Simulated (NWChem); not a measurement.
**C5H6 (2-methyl-1-buten-3-yne): levels of theory compared**

Wanted: a comparison of 5 runs (BLYP/def2-SVP, PBE/def2-SVP, SVWN5/def2-SVP, revPBE/def2-SVP, CCSD(T)/def2-SVP) of C5H6 (2-methyl-1-buten-3-yne). 

The calculation is run with NWChem 7.3.0.

### 1 Starting point

C5H6: 11 atoms, total charge 0, spin state singlet. As SMILES, `C#CC(=C)C`. The shape is that of a PBE0-D4/def2-TZVP optimisation.

Bond lengths: C1–C2 1.203 Å, C2–C3 1.426 Å, C3–C4 1.335 Å, C3–C5 1.500 Å, C1–H6 1.064 Å, C4–H7 1.084 Å, C4–H8 1.082 Å, C5–H9 1.093 Å, C5–H10 1.093 Å, C5–H11 1.090 Å. Some angles: C1–C2–C3 177.6°, C2–C3–C4 120.8°, C2–C3–C5 116.1°, C4–C3–C5 123.1°, C2–C1–H6 179.2°, C3–C4–H7 120.7°, C3–C4–H8 121.4°, C3–C5–H9 110.6°, C3–C5–H10 110.6°, C3–C5–H11 110.8°.

### 2 Energy and gradient at BLYP/def2-SVP (run 1)

m1.xyz reads:

```xyz
11
C5H6 gradient
C     -1.345100     1.765600     1.023600
C     -0.786700     0.836000     0.502900
C     -0.073000    -0.237900    -0.105500
C     -0.718400    -1.309500    -0.570900
C      1.416500    -0.080200    -0.182900
H     -1.852900     2.580700     1.482100
H     -0.174900    -2.125300    -1.033200
H     -1.795300    -1.393800    -0.500600
H      1.842600     0.040200     0.816500
H      1.678700     0.815000    -0.752400
H      1.874100    -0.947800    -0.659100
```

m1.nw reads:

```
start m1
title "C5H6 gradient"
memory total 2200 mb

geometry units angstroms noautosym nocenter noautoz
  load format xyz m1.xyz
end

basis "ao basis" spherical bse
  * library def2-SVP
end

dft
  xc becke88 lyp
  grid fine
  convergence energy 1e-08
  maxiter 100
  mulliken
end

task dft gradient
```

Started as:

```
$ nwchem m1.nw > m1.out
```

What it wrote:

```text
[...]
          Wavefunction type:  closed shell.
          No. of atoms     :    11
          No. of electrons :    36
[...]
          Charge           :     0
          Spin multiplicity:     1
[...]
          AO basis - number of functions:   100
[...]
              XC Information
              --------------
                    Becke 1988 Exchange Functional  1.000
              Lee-Yang-Parr Correlation Functional  1.000
[...]
 d= 0,ls=0.0,diis     1   -193.7586257689 -3.37D+02  1.22D-02  4.51D-01     1.6
[...]
 d= 0,ls=0.0,diis    12   -193.8112938194 -2.15D-09  1.65D-07  2.31D-10    16.8
         Total DFT energy =     -193.811293819435
      One electron energy =     -543.201937130470
           Coulomb energy =      235.079990748463
    Exchange-Corr. energy =      -29.166567615060
 Nuclear repulsion energy =      143.477220177633
[...]
  wavefunction    = closed shell
                         DFT ENERGY GRADIENTS
    atom               coordinates                        gradient
                 x          y          z           x          y          z
   1 C      -2.541870   3.336500   1.934324    0.016098  -0.026864  -0.015040
   2 C      -1.486647   1.579811   0.950343   -0.015370   0.025583   0.014330
   3 C      -0.137950  -0.449566  -0.199366   -0.004471  -0.012505  -0.005752
   4 C      -1.357579  -2.474596  -1.078845    0.007239   0.013184   0.005799
   5 C       2.676797  -0.151556  -0.345631   -0.000775   0.001171   0.000531
   6 H      -3.501473   4.876816   2.800763    0.005490  -0.008849  -0.004973
   7 H      -0.330513  -4.016235  -1.952465   -0.005088   0.009024   0.005015
   8 H      -3.392625  -2.633900  -0.945997    0.011317   0.001523  -0.000428
   9 H       3.482009   0.075967   1.542961   -0.005108  -0.001447  -0.009580
  10 H       3.172283   1.540127  -1.421830   -0.003592  -0.008952   0.005464
  11 H       3.541535  -1.791082  -1.245518   -0.005742   0.008132   0.004634
[...]
```

Wall time 20 s (1 thread of Intel Xeon 6975P-C (Granite Rapids), shared host); peak memory 0.13 GiB.

### 3 Energy and forces at PBE/def2-SVP (run 2)

c5h6.nw reads:

```
start c5h6
memory stack 880 mb heap 220 mb global 1100 mb

geometry units bohr noautosym nocenter noautoz
  C  -2.54187061  3.33650045  1.93432366
  C  -1.48664754  1.57981104  0.95034327
  C  -0.13795001 -0.44956585 -0.19936611
  C  -1.35757925 -2.47459636 -1.07884464
  C   2.67679706 -0.15155604 -0.34563091
  H  -3.50147354  4.87681621  2.80076309
  H  -0.33051310 -4.01623493 -1.95246503
  H  -3.39262531 -2.63390027 -0.94599690
  H   3.48200936  0.07596699  1.54296138
  H   3.17228325  1.54012679 -1.42182994
  H   3.54153573 -1.79108242 -1.24551849
end

basis spherical bse
  C library def2-SVP
  H library def2-SVP
end

dft
  xc xpbe96 cpbe96
  grid fine
  convergence energy 1e-08
  maxiter 100
  mulliken
end

task dft gradient
```

Started as:

```
$ nwchem c5h6.nw > c5h6.out
```

What it wrote:

```text
[...]
          Wavefunction type:  closed shell.
          No. of atoms     :    11
          No. of electrons :    36
[...]
          Charge           :     0
          Spin multiplicity:     1
[...]
          AO basis - number of functions:   100
[...]
              XC Information
              --------------
          PerdewBurkeErnzerhof Exchange Functional  1.000
            Perdew 1991 LDA Correlation Functional  1.000 local
           PerdewBurkeErnz. Correlation Functional  1.000 non-local
[...]
 d= 0,ls=0.0,diis     1   -193.5972958017 -3.37D+02  9.06D-03  4.14D-01     1.6
[...]
 d= 0,ls=0.0,diis    11   -193.6424254376 -9.61D-09  8.97D-07  1.54D-08    15.4
         Total DFT energy =     -193.642425437641
      One electron energy =     -543.190336733895
           Coulomb energy =      235.052863242700
    Exchange-Corr. energy =      -28.982161747108
 Nuclear repulsion energy =      143.477209800662
[...]
  wavefunction    = closed shell
                         DFT ENERGY GRADIENTS
    atom               coordinates                        gradient
                 x          y          z           x          y          z
   1 C      -2.541871   3.336500   1.934324    0.016321  -0.027291  -0.015276
   2 C      -1.486648   1.579811   0.950343   -0.018188   0.030070   0.016855
   3 C      -0.137950  -0.449566  -0.199366   -0.007138  -0.013689  -0.006060
   4 C      -1.357579  -2.474596  -1.078845    0.006175   0.010909   0.004779
   5 C       2.676797  -0.151556  -0.345631    0.003929   0.001350   0.000126
   6 H      -3.501474   4.876816   2.800763    0.006114  -0.009834  -0.005528
   7 H      -0.330513  -4.016235  -1.952465   -0.005761   0.009258   0.005201
   8 H      -3.392625  -2.633900  -0.945997    0.011971   0.001249  -0.000633
   9 H       3.482009   0.075967   1.542961   -0.004782  -0.001428  -0.009615
  10 H       3.172283   1.540127  -1.421830   -0.003264  -0.008942   0.005447
  11 H       3.541536  -1.791082  -1.245518   -0.005377   0.008347   0.004702
[...]
```

Run time: 19 s. Hardware: 1 thread of Intel Xeon 6975P-C (Granite Rapids), shared host; peak memory 0.13 GiB.

Runs 3 to 4 aren't shown in full; the table further down has their settings and results.

### 4 A single-point energy at CCSD(T)/def2-SVP (run 5)

mymol.nw reads:

```
start mymol
memory 2200 mb
geometry units angstrom noautosym nocenter noautoz
  C    -1.345100    1.765600    1.023600
  C    -0.786700    0.836000    0.502900
  C    -0.073000   -0.237900   -0.105500
  C    -0.718400   -1.309500   -0.570900
  C     1.416500   -0.080200   -0.182900
  H    -1.852900    2.580700    1.482100
  H    -0.174900   -2.125300   -1.033200
  H    -1.795300   -1.393800   -0.500600
  H     1.842600    0.040200    0.816500
  H     1.678700    0.815000   -0.752400
  H     1.874100   -0.947800   -0.659100
end
basis spherical bse
  * library def2-SVP
end
scf
  thresh 1e-08
  maxiter 80
  noprint "final vectors analysis"
end
ccsd
  freeze core 5
  maxiter 60
end
task ccsd(t) energy
```

Started as:

```
$ nwchem mymol.nw > mymol.out
```

What it wrote:

```text
[...]
  functions       =   100
[...]
  wavefunction    = RHF
[...]
         Total SCF energy =   -192.607167056404
      One-electron energy =   -542.419144074295
      Two-electron energy =    206.334756840258
 Nuclear repulsion energy =    143.477220177633
        Time for solution =      9.8s
[...]
 Total MP2 energy:           -193.264804049261983
[...]
             energy      energy      error      ampl     ampl      Block
                                                time     time      time
[...]
 Total CCSD energy:           -193.309455607508511
[...]
 Total CCSD+T(CCSD) energy:           -193.338409248303094
[...]
 Total CCSD(T) energy:                -193.337422979492118
[...]
```

Run time: 2.4 min. Hardware: 1 thread of Intel Xeon 6975P-C (Granite Rapids), shared host; peak memory 0.37 GiB.

### 5 All runs side by side

```csv
run,level,task,integration grid,energy (Eh),dipole moment (D),HOMO energy (eV),LUMO energy (eV),wall time
1,BLYP/def2-SVP,gradient,fine,-193.811294,0.49,-5.63,-1.30,20 s
2,PBE/def2-SVP,gradient,fine,-193.642425,0.51,-5.84,-1.50,19 s
3,SVWN5/def2-SVP,gradient,fine,-192.085588,0.53,-6.00,-1.69,12 s
4,revPBE/def2-SVP,gradient,fine,-193.855890,0.51,–,–,19 s
5,CCSD(T)/def2-SVP,energy,–,-193.337423,–,–,–,2.4 min
```

### 6 What came out

| quantity | value |
| --- | --- |
| run 5: total energy | -193.33742 Eh |
| run 5: correlation energy (5 core orbitals frozen) | -730.3 mEh |
| run 5: (T) correction | -27.97 mEh |

In words: Over runs 1, 2, 3, 4 the dipole moment (its size) runs from 0.49 D (BLYP/def2-SVP) to 0.53 D (SVWN5/def2-SVP). Over runs 1, 2, 3 the HOMO–LUMO gap runs from 4.30 eV (SVWN5/def2-SVP) to 4.34 eV (PBE/def2-SVP). Totals of different functionals can't be ranked against each other. All runs together took 3.6 min, the longest 2.4 min.
